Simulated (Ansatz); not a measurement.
Basis-set extrapolation for `OC(O)(O)O` (PBE0-D4/def2-TZVP geometry, frozen core, the Gaussian-basis code of Ansatz). Multiplicity 1, RHF reference.

```csv
,def2-TZVPP,def2-QZVPP
HF,-339.823389,-339.838750
MP2 correlation,-1.120577,-1.210554
CCSD(T) correlation,-1.172700,not run
```

Energies in hartree. Use E(X) = E(∞) + A·exp(−7.88·√X) for Hartree–Fock and E(X) = E(∞) + B·X^(−2.97) for correlation, with X = 3 and 4, and add CCSD(T) minus MP2 of the smaller set to the MP2 limit.

Question: What is the CCSD(T) energy at the basis-set limit?

Answer: HF limit: -339.838750 + (-0.015361) × 0.13774 = -339.84087. MP2 limit: -1.210554 + (-0.089977) × 0.74074 = -1.27720. Higher-order term: -1.172700 − (-1.120577) = -0.05212. Total: -341.17019 hartree, 457.1 kJ/mol below CCSD(T)/def2-TZVPP.
